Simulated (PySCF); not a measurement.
Bonds broken one at a time in the series SiF3-X. All species are isolated molecules in the gas phase. One relaxed conformer stands for each flexible species; it need not be the lowest. Strings in code marks are SMILES.

These are r2SCAN-D4/def2-TZVP run with PySCF values and carry that method's errors. 

```json
[
 {"species": "radical fragment (`[Cl]`)", "dipole moment (D)": "0.00", "highest occupied spin orbital (eV)": "-8.41"},
 {"species": "radical fragment (`F[Si](F)Br`)", "dipole moment (D)": "0.93", "highest occupied spin orbital (eV)": "-6.57"},
 {"species": "radical fragment (`[Br]`)", "dipole moment (D)": "0.00", "highest occupied spin orbital (eV)": "-7.77"},
 {"species": "whole molecule (`F[Si](F)(F)[SiH3]`)", "dipole moment (D)": "1.97", "highest occupied spin orbital (eV)": "–"},
 {"species": "whole molecule (`S[Si](F)(F)F`)", "dipole moment (D)": "[?]", "highest occupied spin orbital (eV)": "–"},
 {"species": "whole molecule (`F[Si](F)(F)[GeH3]`)", "dipole moment (D)": "[?]", "highest occupied spin orbital (eV)": "–"}
]
```

### Question
Fill in the missing entries.

### Answer

- whole molecule (`S[Si](F)(F)F`), dipole moment (D): 1.53
- whole molecule (`F[Si](F)(F)[GeH3]`), dipole moment (D): 1.87
